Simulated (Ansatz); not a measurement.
Basis-set extrapolation for C₂H₆FNO, SMILES `COC(N)F` (PBE0-D4/def2-TZVP geometry, frozen core, Ansatz 0.2.0). Multiplicity 1, RHF reference.

```json
{"": "HF", "def2-TZVPP": "-308.108064", "def2-QZVPP": "-308.122246"}
{"": "MP2 correlation", "def2-TZVPP": "-1.041756", "def2-QZVPP": "-1.122836"}
{"": "CCSD(T) correlation", "def2-TZVPP": "-1.108673", "def2-QZVPP": "not run"}
```

Energies in hartree. Use E(X) = E(∞) + A·exp(−7.88·√X) for Hartree–Fock and E(X) = E(∞) + B·X^(−2.97) for correlation, with X = 3 and 4, and add CCSD(T) minus MP2 of the smaller set to the MP2 limit.

Problem. What is the CCSD(T) energy at the basis-set limit?

Solution. HF limit: -308.122246 + (-0.014182) × 0.13774 = -308.12420. MP2 limit: -1.122836 + (-0.081080) × 0.74074 = -1.18290. Higher-order term: -1.108673 − (-1.041756) = -0.06692. Total: -309.37402 hartree, 412.9 kJ/mol below CCSD(T)/def2-TZVPP.
